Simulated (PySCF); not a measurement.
SiN: one state, many levels of theory

State: ²Σ⁺ (doublet), unpaired electrons σ ↑. Set-up: PySCF, no relativity, basis sets Si aug-pcseg-1, N aug-pcseg-1. De refers to Si + N in their high-spin ground configurations, without counterpoise correction. The functionals are run spin-unrestricted. A positive dipole means Si(−)N(+).

```
       Level  Re (Å)  ωe (cm⁻¹)  De (eV)  μ (D)
        ROHF   1.547       1293     0.90  -2.52
    ROHF-MP2   1.610       1057     4.02    n/a
ROHF-SCS-MP2   1.606       1074     3.95    n/a
   ROHF-CCSD   1.588       1158     3.63    n/a
ROHF-CCSD(T)   1.602       1105     3.97    n/a
         PBE   1.591       1135     4.98  -2.85
      PBEsol   1.586       1150     5.22  -2.86
      revPBE   1.596       1124     4.69  -2.82
        PW91   1.589       1137     4.99  -2.86
      r²SCAN   1.580       1168     4.43  -2.72
        PBE0   1.575       1183     4.27  -2.79
```

The bond length runs from 1.547 Å (ROHF) to 1.610 Å (ROHF-MP2). De spans 0.90 eV (ROHF, mean field) to 5.22 eV (PBEsol, GGA). Correlation at CCSD(T) changes the Hartree–Fock bond energy by +3.07 eV; the triples alone change it by +0.34 eV.

Correlated steps freeze 6 core orbitals. Correlated levels converge slowly with the basis: in double zeta they bind strong bonds too weakly, by up to about 1 eV, and carry superposition errors of some tenths. The CCSD T1 diagnostic is raised, a sign that a single reference may not be enough here. UHF is strongly spin-contaminated for SiN, so the ROHF reference used there is far from stable. The state was picked by a PBE0 search and need not be the measured ground state.

The whole job (state search and all levels along the bond) took about 2.5 min on 1 thread of Arm Neoverse N1 (shared host), peak memory 0.62 GiB.
